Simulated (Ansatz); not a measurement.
**Question.** Name a neutral molecule of C, F, O and H with HOMO–LUMO gap (ωB97M-V/def2-TZVPP) between 14.65 and 14.95 eV and size of the dipole moment (ωB97M-V/def2-TZVPP) between 0.95 and 1.25 D (Ansatz, PBE0-D4/def2-TZVP geometry).

**Answer.** `F[C@@H]1O[C@H]1F` (14.90 eV, 1.09 D). Other molecules can fit too; these were computed, each in one conformer that needn't be the lowest.
